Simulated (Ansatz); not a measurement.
A run of Ansatz (development build ahead of 0.2.0) on doublet C₂N at this shape:

```xyz
3

C     0.0000    0.0000   -1.2450
N     0.0000    0.0000    0.0000
C     0.0000    0.0000    1.2450
```

Its results:

```yaml
Converged: yes
Reference_energy: -129.91759 hartree
Correlation_energy: -0.32487 hartree
Total_energy: -130.24246 hartree
Spin_squared_of_the_determinant: 0.869
Stability_test: minimum
Occupied_orbitals_by_symmetry_in_an_Abelian_subgroup_alpha;_beta: 4 Ag 3 B1u 1 B2g 1 B2u 1 B3u; 4 Ag 3 B1u 1 B2u 1 B3u
```

Messages of the program:
```
mean field -3535.23760278 eV, -129.9175856319 hartree, gradient 1.4e-6 eV, S^2 0.869142; 6 other ends of a descent, 0 dependent functions left out
```

Task: Which input gives this output? Name the method, the orbitals and the basis set, and write the input.

Result: UHF-MP2 in def2-SVP.

```yaml
crystal:
  periodic: [false, false, false]
  atoms:
    - { symbol: C, position_ang: [0.0, 0.0, -1.245] }
    - { symbol: "N", position_ang: [0.0, 0.0, 0.0] }
    - { symbol: C, position_ang: [0.0, 0.0, 1.245] }
basis:
  gaussian: { orbitals: def2-SVP }
magnetization:
  spin_polarized: true
  initial_magnetization: 1
hamiltonian:
  xc: hf
correlation:
  method: mp2
  frozen_orbitals: { C: 1, "N": 1 }
```

Caution: the unrestricted determinant is spin contaminated.
